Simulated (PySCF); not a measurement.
A PySCF script (with the pyscf-properties extension) for the NMR shieldings of SMILES FC(Cl)(Cl)Cl, CCl$_{3}$F, on a GFN2-xTB geometry:

```python
import basis_set_exchange as bse
import numpy as np
from pyscf import gto, scf
from pyscf.prop import nmr

atoms = """
F     0.060305   -0.141039    1.396058
C     0.004642   -0.006315    0.066724
Cl   -0.457934    1.660563   -0.312646
Cl    1.602752   -0.370613   -0.603874
Cl   -1.201142   -1.139743   -0.563447
"""
names = dict.fromkeys(["F", "C", "Cl"], "6-31G")
basis = {el: gto.basis.parse(bse.get_basis(n, elements=[el], fmt="nwchem")) for el, n in names.items()}
mol = gto.M(atom=atoms, basis=basis, charge=0, verbose=0)
mf = scf.RHF(mol)
mf.conv_tol = 1e-9
mf.kernel()

calc = nmr.RHF(mf)   # GIAO
C = mf.mo_coeff
Co = C[:, mf.mo_occ > 0]
resp = mf.gen_response(singlet=True, hermi=2)
def vind(x):   # induced exchange potential for any number of trial vectors
    d = np.einsum("pi,xij,qj->xpq", C, 2 * x.reshape(-1, C.shape[1], Co.shape[1]), Co, optimize=True)
    return np.einsum("xpq,pi,qj->xij", resp(d - d.transpose(0, 2, 1)), C, Co, optimize=True).ravel()
mo1, _ = nmr.rhf.solve_mo1(calc, with_cphf=vind)
sigma = calc.kernel(mo1)
for i, s in enumerate(sigma):   # ppm
    w = np.linalg.eigvalsh((s + s.T) / 2)
    print("%2d %-2s iso %8.1f  s11 %8.1f  s22 %8.1f  s33 %8.1f" % (i, mol.atom_pure_symbol(i), w.mean(), *w))
```

Problem. Give the expected output.

Solution. 
```
 0 F  iso    248.7  s11    217.9  s22    217.9  s33    310.3
 1 C  iso     79.5  s11     74.5  s22     74.5  s33     89.5
 2 Cl iso    518.3  s11    265.6  s22    266.3  s33   1023.0
 3 Cl iso    518.2  s11    265.4  s22    266.1  s33   1023.0
 4 Cl iso    518.3  s11    265.8  s22    266.2  s33   1023.0
```

These numbers come from an equivalent density-fitted implementation of the same equations, which agrees with the script to about 0.01 ppm for H and up to a few tenths of a ppm for heavy atoms, so last digits may differ.

Size and cost of the density-fitted run: 57 basis functions, about 0.9 core-seconds.
